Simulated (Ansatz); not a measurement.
# SiH₃+ (singlet): the correlation ladder at scale of all distances = 1.295, cc-pVDZ

The task here is to estimate one member of a computed series from the others.

Computed with Ansatz 0.2.0, Gaussian basis. Level: cc-pVDZ, core rule «outside noble gas», up to 5 orbitals frozen.

Plan: UHF; CCSD(T) on RHF; BCCD(T) on RHF; CISD; CCSDT(Q) on RHF; CCSDTQ on RHF; CASSCF and MRCISD+Q, 2 electrons in 2 orbitals; CASSCF and NEVPT2, 2 electrons in 2 orbitals; CASSCF and MRCISD+Q, 6 electrons in 7 orbitals; CASSCF and NEVPT2, 6 electrons in 7 orbitals; Full CI.

8 further runs of the same task are left out: 2 for a known fault of the program, 6 that didn't finish.

### What is computed

The geometry derives from a PBE0/def2-TZVP stationary point (not a proven minimum). All distances are scaled together.

4 atoms, charge 1, spin multiplicity 1.

Atoms are counted from 1 here; the program's logs count them from 0.

No contacts short enough for the rule that draws bonds.

Set-up of the first run:

in.yaml

```yaml
crystal:
  periodic: [false, false, false]
  atoms:
    - {symbol: Si, position_ang: [0.000000, 0.000000, 0.000000]}
    - {symbol: H, position_ang: [1.906166, 0.018424, -0.000124]}
    - {symbol: H, position_ang: [-0.969039, 1.641572, -0.003762]}
    - {symbol: H, position_ang: [-0.937127, -1.659996, 0.003886]}
basis:
  gaussian: {orbitals: cc-pVDZ}
total_charge: 1
magnetization: {spin_polarized: true, initial_magnetization: 0}
hamiltonian: {xc: hf}
output: {orbitals: {seedname: orbitals}}
```

Launch:

```sh
$ ansatz run in.yaml --threads 1 --pin off --events-out ev --progress --plain --max-ram 2393MiB
```

Steps of the session up to this table: UHF; CCSD(T) on RHF; BCCD(T) on RHF; CISD; CCSDT(Q) on RHF; CCSDTQ on RHF; CASSCF and MRCISD+Q, 2 electrons in 2 orbitals; CASSCF and NEVPT2, 2 electrons in 2 orbitals; CASSCF and MRCISD+Q, 6 electrons in 7 orbitals; CASSCF and NEVPT2, 6 electrons in 7 orbitals; Full CI.

One table of the session follows, with a row left open; its other results are not shown here.

| method | from FCI (meV) |
| --- | --- |
| RHF | +3608.2 |
| RMP2 | ? |
| CISD | +327.3 |
| RCCSD | +140.0 |
| RCCSD(T) | +43.3 |
| BCCD(T) | +41.4 |
| RCCSDT | +7.4 |
| RCCSDT(Q) | +2.2 |
| RCCSDTQ | 0.0 |
| CASSCF pair | +2923.4 |
| NEVPT2 pair | +921.0 |
| MRCISD pair | +211.5 |
| MRCISD+Q pair | -31.6 |
| CASSCF valence | +1313.3 |
| NEVPT2 valence | +393.8 |
| MRCISD valence | +50.9 |
| MRCISD+Q valence | +12.0 |
| FCI | 0 |

Estimate the missing values for RMP2.

The run gave: from FCI (meV): +1046.1. In the column «from FCI (meV)» it lies between NEVPT2 pair (+921.0) and CASSCF valence (+1313.3).

Limits of these values: MRCISD+Q pair falls below full CI: the +Q correction isn't variational, and the cores differ from full CI's.
